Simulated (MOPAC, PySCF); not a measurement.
Breaking a bond: SMILES S=C=S. The C1–S3 bond (C1 also carries S; S3 carries nothing else) is varied alone, starting from the PBE0/def2-TZVP optimised geometry.

Levels of theory: RCCSD = CCSD on RHF/cc-pVDZ, 11 core orbitals frozen in PySCF; UCCSD = CCSD on UHF/cc-pVDZ, 11 core orbitals frozen run with PySCF 2.14.0; PM6, restricted, heats of formation (MOPAC); UKS-r2SCAN = unrestricted r2SCAN/cc-pVDZ in PySCF; UHF/3-21G = unrestricted Hartree-Fock/3-21G (PySCF 2.14.0).

Energies are in kcal/mol, each relative to the lowest point of its own curve near equilibrium.

| R / Å | RCCSD | UCCSD | PM6 | UKS-r2SCAN | UHF/3-21G |
|---|---|---|---|---|---|
| 1.23 | 135.2 | 135.2 | ___ | 131.6 | 134.7 |
| 1.30 | 73.9 | 73.9 | 35.0 | 71.5 | 74.2 |
| 1.40 | 24.1 | 24.1 | 9.4 | 23.0 | 24.9 |
| 1.46 | 9.0 | 9.0 | ___ | 8.4 | 9.7 |
| 1.49 | 4.4 | 4.4 | 0.5 | 4.1 | 5.1 |
| 1.55 | 0.0 | 0.0 | 0.0 | 0.0 | 0.4 |
| 1.60 | 0.0 | 0.0 | 2.1 | ___ | 0.0 |
| 1.64 | 1.9 | 1.9 | ___ | 2.3 | 1.4 |
| 1.69 | 5.9 | 5.9 | 10.0 | 6.5 | 4.8 |
| 1.81 | 20.4 | 20.4 | ___ | 21.6 | 17.2 |
| 1.94 | 39.2 | 39.2 | 45.8 | 41.6 | 32.8 |
| 2.08 | 59.0 | 59.0 | 67.2 | 63.4 | 48.3 |
| 2.34 | 87.8 | 88.9 | 98.8 | 98.1 | 66.1 |
| 2.57 | 103.1 | 98.7 | 116.6 | 113.0 | 68.6 |
| 2.75 | 110.0 | 99.1 | 125.4 | 117.6 | 68.3 |
| 3.06 | 116.3 | 98.4 | 133.1 | 120.9 | 67.4 |
| 3.44 | 119.8 | 98.1 | 136.2 | 122.7 | 67.2 |
| 3.75 | 121.2 | 98.2 | 136.9 | 123.6 | 67.4 |
| 4.21 | 122.3 | 98.4 | 137.4 | 124.2 | ___ |
| 4.66 | 122.9 | 98.6 | 137.6 | 124.5 | 67.9 |
| 5.41 | 123.3 | 98.8 | 138.0 | 124.7 | 68.0 |

Task: Complete the blanks.

Result: 
- 1.23, PM6: 66.5
- 1.46, PM6: 2.2
- 1.60, UKS-r2SCAN: 0.3
- 1.64, PM6: 5.0
- 1.81, PM6: 25.8
- 4.21, UHF/3-21G: 67.7

The unrestricted determinant behind UCCSD, UKS-r2SCAN, UHF/3-21G is spin-contaminated at 2.34 to 5.41 Å (<S²> up to 1.0, against 0.00 for a pure singlet). The restricted form behind PM6 keeps the bonding electrons paired and can't separate into open-shell fragments.
